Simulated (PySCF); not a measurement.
# SiB, PBE: how much the basis matters

PySCF, UKS reference; quartet, unpaired electrons σ ↑, π ↑↑; De to Si + B without counterpoise correction.

```
              basis     relativity  functions  Re (Å)  ωe (cm⁻¹)  De (eV)  μ (D)
             STO-3G  no relativity         14   1.851        927     5.79  -0.43
              3-21G  no relativity         22   1.979        675     3.52  -0.37
cc-pV(D+d)Z/cc-pVDZ  no relativity         37   1.939        727     3.72  -0.62
      jorge-DZP-DKH  spin-free X2C         39   1.945        718     3.67  -0.62
        6-311G(d,p)  no relativity         44   1.935        723     3.68  -0.55
         def2-TZVPP  no relativity         73   1.928        731     3.75  -0.64
        def2-TZVPPD  no relativity         85   1.928        731     3.76  -0.65
```

Task: How does each smaller set differ from the one with most functions, def2-TZVPPD?

Result: STO-3G: -7.7 pm, +26.8 % in ωe, +2.03 eV in De; 3-21G: +5.1 pm, -7.7 % in ωe, -0.24 eV in De; cc-pV(D+d)Z/cc-pVDZ: +1.1 pm, -0.5 % in ωe, -0.04 eV in De; jorge-DZP-DKH: +1.7 pm, -1.8 % in ωe, -0.09 eV in De; 6-311G(d,p): +0.7 pm, -1.1 % in ωe, -0.08 eV in De; def2-TZVPP: +0.0 pm, +0.0 % in ωe, -0.01 eV in De. All at PBE; the set with most functions is neither the basis-set limit nor always the best. The rows treat relativity differently, so the differences are not basis effects alone.

A positive dipole means Si(−)B(+). 3-21G and STO-3G are very small, so such numbers show the basis as much as the molecule. The state is the lowest determinant that a PBE0 search found; another state may lie lower at other levels.
